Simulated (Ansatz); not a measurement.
A made-up structure of C2H7Si (charge -1), singlet:

C1  (-1.040, 0.694, -0.805)
Si2  (0.594, 0.975, 0.233)
C3  (0.731, -0.818, 1.004)
H4  (0.896, 2.104, 1.039)
H5  (-1.195, 1.516, -1.514)
H6  (-1.912, 0.679, -0.140)
H7  (1.584, 0.736, -0.935)
H8  (-0.012, -0.943, 1.802)
H9  (1.716, -0.970, 1.460)
H10  (0.570, -1.621, 0.269)
(Å)

It is relaxed with PBE-D4/def2-SVPD and then PBE0-D4/def2-TZVPD (Ansatz 0.2.0). Atoms count as bonded within 1.22 times the sum of their covalent radii (H–H: 0.88 Å). The end point is not checked to be a true minimum.

Problem. Does its bonding change? (Judge from chemistry; the calculation decides.)

Solution. The calculation gives: No: no bond forms or breaks.

Where it ends: The first stage lowers the energy by 0.91 eV in 11 steps. It ends as C₂H₇Si ([CH2][SiH2][CH3]), total charge -1:
C1  (-1.112, 0.884, -0.731)
Si2  (0.469, 0.782, 0.060)
C3  (0.780, -0.835, 1.027)
H4  (0.946, 1.782, 1.138)
H5  (-1.195, 1.429, -1.672)
H6  (-2.029, 0.909, -0.139)
H7  (1.592, 0.888, -0.951)
H8  (0.000, -0.962, 1.786)
H9  (1.751, -0.826, 1.538)
H10  (0.732, -1.699, 0.357)
(Å)

Labels in which every atom is bracketed show which atoms are joined, not bond orders.

For scale, one of the runs: PBE0-D4/def2-TZVPD relaxation, 180 basis functions, launched by `ansatz run in.yaml --threads 2 --pin off --events-out ev --progress --plain --max-ram 4352MiB`. Hardware: 2 CPU threads of an Intel Xeon Platinum 8223CL, shared host. Wall time about 28 s.
